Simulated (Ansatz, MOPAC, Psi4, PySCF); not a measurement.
Process, species as SMILES: B(O)(O)P + 3 [H][H] (H2) -> B (BH3) + 2 O (H2O) + P (PH3)

Property: energy of full hydrogenation (enthalpy at 298 K), in kcal/mol. Set-up: non-relativistic; valence correlation only; 6-311+G** with 5d, 6d on Na to Ar in Ansatz (an electronic-structure program); 6-31G* and kin with 6d, 5d where marked; no spin-orbit coupling; dispersion terms only where a functional's name holds one; LANL2DZ with its own core potentials from Na on. Basis-set limits of correlation are two-point, X^-3; Hartree-Fock from the larger set. Ab initio and DFT rows: single points at B3LYP-D3(BJ) geometries (Ansatz), with unscaled harmonic terms from B3LYP/6-31G* (Ansatz) at its own minima. Semi-empirical rows: MOPAC heats of formation at their own minima for 298 K.

Coupled cluster (Ansatz) is a level with limits of its own, used here on species with T1 under 0.025 (0.045 for open shells) and stable references: CCSD(T)/CBS(aug-cc-pV(T+d)Z,aug-cc-pV(Q+d)Z).

Value to compare with, CCSD(T)/CBS(aug-cc-pV(T+d)Z,aug-cc-pV(Q+d)Z) (Ansatz): 61.6 kcal/mol.

| level | program | energy of full hydrogenation (enthalpy at 298 K) (kcal/mol) | difference |
|---|---|---|---|
| PM3 | MOPAC | 131.4 | 69.8 |
| HF/STO-3G | Ansatz | 79.1 | 17.5 |
| HF/LANL2DZ | Ansatz | 48.9 | -12.7 |
| PBE/3-21G | Ansatz | 108.4 | 46.8 |
| B3LYP/3-21G | Ansatz | 100.3 | 38.7 |
| B3LYP/LANL2DZ | Ansatz | 67.2 | 5.6 |
| B3LYP/6-31G* | Ansatz | 72.1 | 10.5 |
| B3LYP/6-311+G** | Ansatz | 57.4 | -4.2 |
| PBE0/6-31G* | Ansatz | 71.9 | 10.3 |
| M06-2X/6-311+G** | PySCF | 64.6 | 3.0 |
| wB97X-D/6-31G* | Psi4 | 69.0 | 7.4 |
| MP2/LANL2DZ | Ansatz | 69.8 | 8.2 |
| MP2/6-311+G** | Ansatz | 63.0 | 1.4 |
| B3LYP-D3(BJ)/def2-TZVPD | Ansatz + dftd3 | 61.8 | 0.2 |
| PBE0/def2-TZVPD | Ansatz | 60.7 | -0.9 |
| B2PLYP-D3(BJ)/def2-TZVPD | Ansatz + dftd3 | 62.5 | 0.9 |

Among the 13 habitual levels, PM3 lies farthest from CCSD(T)/CBS(aug-cc-pV(T+d)Z,aug-cc-pV(Q+d)Z) (Ansatz) (69.8 kcal/mol) and MP2/6-311+G** nearest (1.4); 11 of 13 lie above it, and their mean absolute difference is 18.2 kcal/mol, the median 10.3. One case shows no general order.

The levels are drawn from those run, B3LYP/6-31G* more often than the rest, none by its result; left out are runs that failed, that the program found above a lower state of the same kind, or whose <S^2> lies over 0.5 above the pure value.
